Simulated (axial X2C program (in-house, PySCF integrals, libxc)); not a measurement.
**PF: from the spin-free to the two-component result**

Computed with an in-house relativistic program for diatomic molecules. Spin-free means the one-electron spin-free X2C Hamiltonian; two-component (2c) means X2C with spin–orbit coupling and atomic mean-field two-electron Coulomb and Gaunt terms, so the difference of the two also holds small scalar two-electron terms. Basis: P dyall-v3z [8s7p2d1f], F dyall-av3z [7s6p3d2f] (cores contracted in-house); Gaussian nuclei, density fitting, unrestricted open shells. Masses: P 30.974 u, F 18.998 u.

Spin-free state: M_S = 1, Λ = 0 (beyond evenly filled blocks: π+α, π-α); fragments P + F.

| level | Re (Å) | ωe (cm⁻¹) | De (eV) | μ (D) |
| --- | --- | --- | --- | --- |
| PBE0 | 1.606 | 844.6 | 4.639 | -0.86 |
| HF | 1.580 | 900.3 | 2.738 | -0.97 |
| MP2 | 1.614 | 829.8 | 4.641 | n/a |
| CCSD | 1.607 | 845.5 | 4.286 | n/a |
| CCSD(T) | 1.614 | 829.0 | 4.412 | n/a |
| PBE | 1.631 | 794.3 | 5.004 | -0.86 |

Correlated methods: 12 electrons correlated (number of frozen shells: P 2 s, 1 p; F 1 s), 166 virtual spin orbitals or spinors in MP2, 90 natural virtuals in coupled cluster.

Dipoles are positive if F is the positive end.

Two-component determinant lowest at the distance of the search:

Ω = 1 (⟨Sz⟩ = 1.00, ⟨Lz⟩ = 0.00 at HF); fragments P + F.

```tsv
level	Re (Å)	ωe (cm⁻¹)	De (eV)	μ (D)
PBE0	1.606	844.4	4.638	-0.86
HF	1.580	900.1	2.727	-0.97
MP2	1.614	829.7	4.632	n/a
CCSD	1.607	845.5	4.275	n/a
CCSD(T)	1.614	829.2	4.396	n/a
PBE	1.631	794.2	5.004	-0.86
```

(1) From the two tables, how do the constants change at the CCSD(T) level (2c against spin-free)?

The state is one determinant whose occupation by symmetry is held fixed; it was picked as the lowest of a PBE0 search that is not exhaustive. De is counted from the lowest determinant-based energies of the atoms at the same level, without counterpoise correction. Density functionals use the spin component along the axis (collinear). CCSD and (T) use frozen natural virtuals with an MP2 correction for the truncation; (T) itself is uncorrected, so its De runs slightly low. In 2c an atomic determinant is not the ground J level, so De misses part of the atomic spin–orbit lowering. This holds for PBE0, PBE. The functionals have no current-density term, which raises determinants with orbital currents, atoms included. With several unpaired electrons one determinant need not be a pure state. Open-shell Ω = 0 determinants with evenly filled partner blocks cannot be reached by this program, so the Ω shown need not be the lowest component. This is the Ω = 1 component of a π² triplet; the 0⁺ component is not one determinant and can lie lowest.

## Answers

(1) At the CCSD(T) level Re is unchanged within 0.001 Å and ωe doesn't move by more than 0.2 cm⁻¹; De changes by -0.016 eV.
